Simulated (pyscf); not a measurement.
Optimised with ωB97X-D3(BJ)/def2-SVP in PySCF.

**Question.** For the elementary gas-phase step HO–Ga(OH)–OH + H atom (H•) -> water (H₂O) + [HO–Ga–OH]• (doublet surface; Ga–O broken, H–O formed), what barrier and reaction energy does r²SCAN/def2-TZVP give, measured from the separated reactants?

**Answer.** ΔE‡ = 4.5 kcal/mol, ΔE = -16.8 kcal/mol. ωB97M-D3(BJ)/def2-TZVP gives 12.2 kcal/mol and -17.0 kcal/mol. Zero-point energy shifts the barrier by +0.3 kcal/mol. It is a substitution at O, with an imaginary mode of 1791i cm⁻¹. On the product side the descent ends in an adduct with a Ga–O contact, 16.0 kcal/mol under the separated species and 44.1 kcal/mol under the saddle at ωB97X-D3(BJ)/def2-TZVP. What is counted as broken (Ga–O) persists as a longer contact in the product adduct; parting that adduct is a step of its own. At ωB97X-D3(BJ)/def2-TZVP the barrier from the zero used here is 14.9 kcal/mol. One saddle was located; it need not be the lowest between these sides. The angle at the attacked O is 128°. Elements up to Kr have no core potential and no relativistic terms here.
